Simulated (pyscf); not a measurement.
Single points on ωB97X-D3(BJ)/def2-SVP structures (PySCF, gas phase).

Question: `[CH3][SnH3]` + `[SH2]` -> `[CH3][SnH]` [singlet] + `[SH2]` + `[H][H]`
Surface: singlet. Broken: H–Sn, H–Sn, H–S. Formed: H–S, H–H. Give ΔE‡ and ΔE from ωB97M-D3(BJ)/def2-TZVP, relative to the separated reactants.

Answer: ΔE‡ = 225.4 kJ/mol, ΔE = +92.8 kJ/mol. Zero-point energy shifts the barrier by -4.6 kJ/mol. It is a multi-bond step, with an imaginary mode of 1698i cm⁻¹. On the product side the descent ends in a complex (not fully relaxed), 26.9 kJ/mol under the separated species and 147.2 kJ/mol under the saddle at ωB97X-D3(BJ)/def2-TZVP. The same reactants have a lower exit, to H₃C–SnH₂–SH + H₂ (barrier +168.7 kJ/mol at ωB97M-D3(BJ)/def2-TZVP, against +225.4 kJ/mol here). One saddle was located; it need not be the lowest between these sides. Elements past Kr carry the def2 core potentials, without spin-orbit coupling.
